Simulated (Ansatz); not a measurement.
C2H5NS, SMILES `C=C(N)S` from Hartree–Fock to CCSD(T)

```xyz
9

C    -0.106    0.348    1.137
C     0.133    0.015   -0.133
N     0.221   -1.278   -0.620
S     0.506    1.180   -1.412
H    -0.382   -0.412    1.859
H    -0.003    1.364    1.485
H    -0.220   -1.430   -1.514
H     0.004   -1.994    0.055
H    -0.153    2.208   -0.858
```

Total charge 0; spin multiplicity 1. Geometry: relaxed with PBE0-D4/def2-TZVP. It is one conformer, not always the lowest. Frozen core, restricted reference, Ansatz. CBS rows extrapolate triple and quadruple zeta; past MP2 they add the triple-zeta difference.

```csv
basis,HF (Eh),MP2 corr.,CCSD corr.,(T),CCSD(T) total
def2-SVP,?,-0.57129,-0.61419,-0.02052,?
def2-TZVPP,?,-0.71712,-0.75315,-0.03463,?
def2-QZVPP,-530.68306,-0.76911,–,–,–
CBS(def2),-530.68548,?,?,as TZ,?
```

Question: Fill in the withheld values. (An estimate is asked.)

Answer: Ansatz gave: def2-SVP HF (Eh): -530.37235; def2-SVP CCSD(T) total: -531.00706; def2-TZVPP HF (Eh): -530.66545; def2-TZVPP CCSD(T) total: -531.45323; CBS(def2) MP2 corr.: -0.80762; CBS(def2) CCSD corr.: -0.84364; CBS(def2) CCSD(T) total: -531.56375.
